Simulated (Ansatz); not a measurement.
in.yaml

```yaml
crystal:
  periodic: [false, false, false]
  atoms:
    - {symbol: Sn, position_ang: [0.000000, 0.000000, 0.689867]}
    - {symbol: H, position_ang: [0.000000, 0.000000, -3.035133]}
    - {symbol: H, position_ang: [0.000000, 0.000000, 2.345267]}
basis:
  gaussian: {orbitals: def2-SVP}
total_charge: 1
magnetization: {spin_polarized: false, initial_magnetization: 1}
correlation: {method: fci, electrons: outside_noble_gas}
```

```sh
$ ansatz run in.yaml --threads 1 --pin off --events-out ev --progress --plain --max-ram 2393MiB
```

Output:

```
738 factors; integrals over basis functions are off by at most 1.5e-7 eV
mean field evaluation 1: about -5826.5775 eV, gradient 8.3e0 eV
mean field evaluation 2: about -5826.5894 eV, gradient 8.3e0 eV
mean field evaluation 4: about -5827.2063 eV, gradient 1.2e0 eV
mean field evaluation 8: about -5827.2249 eV, gradient 1.9e-1 eV
mean field -5827.22523533 eV, -214.1465775634 hartree, gradient 2.4e-6 eV, S^2 0.750000; 0 other end points of the search recorded, 0 dependent functions left out
mean field evaluation 16: about -5827.1676 eV, gradient 1.9e0 eV
mean field evaluation 32: about -5827.2254 eV, gradient 4.1e-2 eV
9 core orbitals not correlated: weight in the atoms' cores, before any rotation towards them, 0.999 or more for the frozen orbitals, at most 0.001 for the correlated occupied ones
reference -5827.22523533 eV, -214.1465775634 hartree; 3, 2 occupied and 24, 25 virtual orbitals, 738 factors
state -5829.06472992 eV, -214.2141777425 hartree
Total energy: -5829.06472992 eV, -214.2141777425 hartree
```

Ran on 1 thread of Intel Xeon Platinum 8488C, shared host: 2.5 s wall, 0.21 GiB peak host memory.
